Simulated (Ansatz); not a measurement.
# Si–BH2, quartet: stretch scan

Starting geometry (PBE0/def2-TZVP stationary point for this spin, not checked as a minimum):

```xyz
4

Si    0.0000    0.0000    0.6500
B     0.0000    0.0000   -1.3428
H     0.0000   -1.0760   -1.8539
H     0.0000    1.0760   -1.8539
```

From there B2, H3, H4 move together along the line of the two atoms named below, all else staying in place; atoms are numbered as listed. Energies are in eV, counted from the starting geometry at the same level. Kohn–Sham curves are unrestricted where that lies lower.

Basis cc-pVDZ; Ansatz 0.2.0. Correlated methods freeze the noble-gas cores. R marks a restricted (for open shells ROHF) determinant.

Full CI isn't at hand for all of this; RCCSDTQ serves as the reference, and is uncertain by the last step of the cluster series or more.

```
distance Si1-B2 (Å)  r2SCAN
              1.755   0.554
              1.993   0.000
              2.197   0.163
              2.815   1.297
              3.630   2.187
              5.335   2.497
```

Task: Estimate the RCCSDTQ curve in cc-pVDZ from this one, knowing how r2SCAN differs from it in such a basis.

Result: The computed RCCSDTQ values, in eV from the starting point, and the difference of r2SCAN against them:
```tsv
distance Si1-B2 (Å)	RCCSDTQ	r2SCAN less RCCSDTQ
1.755	0.676	-0.122
1.993	0.000	0.000
2.197	0.111	0.052
2.815	1.220	0.077
3.630	1.933	0.254
5.335	2.114	0.383
```

r2SCAN at 5.335 Å lies 0.383 eV (18 %) above the reference in this basis.

In so small a basis the reference is far from its limit while semilocal and hybrid functionals are nearer theirs, so the functionals' errors here hold much of the reference's basis and frozen-core error, which can add to them or hide them.
